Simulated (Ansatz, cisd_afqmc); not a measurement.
System: PH₂, charge 0, doublet. PH2 (SMILES [PH2], doublet).
HTBH set geometry:
```
P
H 1 1.4167
H 1 1.4167 2 92.12
```
Charge 0, spin multiplicity 2.

Total energies in aug-cc-pV(D+d)Z, 7 correlated electrons, 5 frozen orbitals. Radicals and triplets start from unrestricted determinants; spin-orbit coupling is neglected. Correlated methods leave the cores frozen. No relativity. The Monte Carlo rows (phaseless AFQMC, CISD trial, step 0.005/hartree) carry one-sigma bars that omit the constraint's bias. Outlying blocks are dropped, and bars are widened where a walk drifts. Over all cases where full CI ran beside it in this data, AFQMC minus full CI had a median of +0.1 mEh and passed +0.4 mEh in a tenth of the cases.

```json
[
 {"method": "HF", "program": "Ansatz", "energy (Eh)": "-341.87803", "minus CCSDTQ (mEh)": "145.89"},
 {"method": "MP2", "program": "Ansatz", "energy (Eh)": "-341.99153", "minus CCSDTQ (mEh)": "32.39"},
 {"method": "CCSD", "program": "Ansatz", "energy (Eh)": "-342.01915", "minus CCSDTQ (mEh)": "4.77"},
 {"method": "CCSD(T)", "program": "Ansatz", "energy (Eh)": "-342.02296", "minus CCSDTQ (mEh)": "0.97"},
 {"method": "CCSDT(Q)", "program": "Ansatz", "energy (Eh)": "-342.02390", "minus CCSDTQ (mEh)": "0.02"},
 {"method": "CCSDTQ", "program": "Ansatz", "energy (Eh)": "-342.02392", "minus CCSDTQ (mEh)": "0.00"},
 {"method": "AFQMC/CISD", "program": "cisd_afqmc", "energy (Eh)": "-342.0237 ± 0.0001", "minus CCSDTQ (mEh)": "0.2 ± 0.1"}
]
```

Rough core times of Ansatz's runs on a shared machine: CCSD(T) under 20 s, CCSDT(Q) 30 s, CCSDTQ 10 min.

Ansatz is a first-principles code.
